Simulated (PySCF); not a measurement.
Species: CO.
SMILES: `[C-]#[O+]`

Theory: PBE/def2-TZVP geometry optimisation, gas phase in PySCF 2.14.0.

Masses are those of the commonest isotopes; rigid-rotor values at the optimised geometry. 

Question: What are the moment of inertia and the rotational constant?

Answer: I = 8.854 u·Å², B = 505379 MHz·u·Å²/I = 57081 MHz (1.9040 cm⁻¹, or 2.739 K as hB/k). For two atoms I = μr² with μ = 6.8562 u and r = 1.1364 Å.

Question: List the first levels of a rigid rotor in a Σ state.

Answer: E(J) = BJ(J+1): J = 1: 3.808, J = 2: 11.424, J = 3: 22.848, J = 4: 38.080, J = 5: 57.120, J = 6: 79.969 cm⁻¹.

Question: Where do the first rotational lines fall?

Answer: The dipole is 0.21 D; J+1 ← J lies at 2B(J+1): 1 ← 0 at 114.16 GHz, 2 ← 1 at 228.32 GHz, 3 ← 2 at 342.49 GHz, 4 ← 3 at 456.65 GHz, 5 ← 4 at 570.81 GHz, 6 ← 5 at 684.97 GHz.

No frequency check. Constants of a rigid frame at the computed geometry: no zero-point averaging, no centrifugal distortion.

Hardware: an Arm Neoverse V1 with one thread, no GPU, shared host. Cost: 1.6 s of wall time, 0.25 GiB resident at most. That covers the optimisation of the geometry.
